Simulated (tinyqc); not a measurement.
The basis set: RHF and MP2 along a ladder of basis sets, for HF, spin multiplicity 1. Computed by the program tinyqc with PySCF. Command: `OMP_NUM_THREADS=1 python tinyqc.py 114534 114535 out.jsonl`; one thread of a shared host (Intel(R) Xeon(R) Processor @ 2.60GHz), about 1 s.

Geometry (angstrom):

| atom | x | y | z |
|---|---|---|---|
| F | 0.0000 | 0.0000 | 0.0000 |
| H | 0.0000 | 0.0000 | 0.8240 |

Same geometry throughout; the dipole is taken about the origin.

RHF and frozen-core MP2 in a ladder of bases:

| basis | functions | E(RHF) (hartree) | E(MP2 corr) (hartree) | HOMO (eV) | LUMO (eV) | dipole (debye) |
|---|---|---|---|---|---|---|
| sto-3g | 6 | -98.543526 | -0.013588 | -12.7547 | 19.9079 | 1.3817 |
| 3-21g | 11 | -99.442221 | -0.116718 | -16.5180 | 8.1679 | 2.0552 |
| 6-31g | 11 | -99.970207 | -0.122589 | -17.4085 | 6.3707 | 2.1637 |
| 6-31g** | 19 | -100.001066 | -0.177392 | -17.3286 | 6.6615 | 1.8134 |
| cc-pvdz | 19 | -100.010384 | -0.197518 | -17.3866 | 5.4819 | 1.7641 |
| aug-cc-pvdz | 32 | -100.024711 | -0.216839 | -17.9791 | 1.0369 | 1.7551 |
| cc-pvtz | 44 | -100.049921 | -0.267225 | -17.7807 | 4.2466 | 1.7658 |

From cc-pVDZ to cc-pVTZ the RHF energy falls by 39.5 mhartree and the correlation energy by 69.7. If valence correlation converges as X^-3, (27 E(T) - 8 E(D))/19 gives -0.2966 hartree, a rough estimate from such small X that usually falls short; STO-3G holds about 5 % of it. Beyond STO-3G the LUMO moves by 7.1 eV and the HOMO by 1.5 eV; diffuse functions lower the positive LUMO sharply, since an unbound virtual level tracks the most diffuse function.
